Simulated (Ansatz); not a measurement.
Geometry optimisation, RKS PBE0/6-31G in Ansatz 0.2.0.

Input:

```yaml
crystal:
  periodic: [false, false, false]
  atoms:
    - { symbol: C, position_ang: [-1.0428, -0.0563, 1.5946] }
    - { symbol: C, position_ang: [-0.124, 0.0003, 0.8762] }
    - { symbol: O, position_ang: [0.9337, 0.0213, 0.0952] }
    - { symbol: C, position_ang: [0.8222, 0.0064, -1.2355] }
    - { symbol: O, position_ang: [-0.3202, -0.0463, -1.8377] }
    - { symbol: H, position_ang: [-1.9587, -0.0087, 2.1991] }
    - { symbol: H, position_ang: [1.7511, 0.0153, -1.7376] }
basis:
  gaussian: { orbitals: "6-31G" }
hamiltonian:
  xc: pbe0
relax:
  f_tol: 0.02
  max_steps: 40
```

Run as:

```bash
$ ansatz run input.yaml --threads 1 --pin off --max-ram 2048MiB --backend cpu --events-out ev --progress --plain --runs-dir out
```

Where does it end, and by what steps?

It converged. Limits of this set-up: no polarisation functions. After 7 steps the energy has fallen by 0.429 eV; H6 moved furthest, 0.10 Å.

```json
{"step": "0", "energy less start (eV)": "0.0000", "largest force component (eV/Å)": "5.568", "accepted": "yes"}
{"step": "1", "energy less start (eV)": "-0.3387", "largest force component (eV/Å)": "2.240", "accepted": "yes"}
{"step": "2", "energy less start (eV)": "-0.2782", "largest force component (eV/Å)": "1.861", "accepted": "no"}
{"step": "3", "energy less start (eV)": "-0.4224", "largest force component (eV/Å)": "0.428", "accepted": "yes"}
{"step": "4", "energy less start (eV)": "-0.4254", "largest force component (eV/Å)": "0.141", "accepted": "yes"}
{"step": "5", "energy less start (eV)": "-0.4250", "largest force component (eV/Å)": "0.274", "accepted": "no"}
{"step": "6", "energy less start (eV)": "-0.4283", "largest force component (eV/Å)": "0.063", "accepted": "yes"}
{"step": "7", "energy less start (eV)": "-0.4291", "largest force component (eV/Å)": "0.015", "accepted": "yes"}
```

```xyz
7
Properties=species:S:1:pos:R:3
C -1.099 -0.019 1.634
C -0.162 -0.003 0.873
O 0.917 0.017 0.091
C 0.793 -0.005 -1.308
O -0.256 -0.042 -1.912
H -1.932 -0.034 2.295
H 1.800 0.017 -1.718
```

Whether the end is a true minimum wasn't checked by a vibrational analysis.

Time of the run: 14 s on 1 thread of Arm Neoverse V2, on a shared host, peak memory 0.11 GiB.
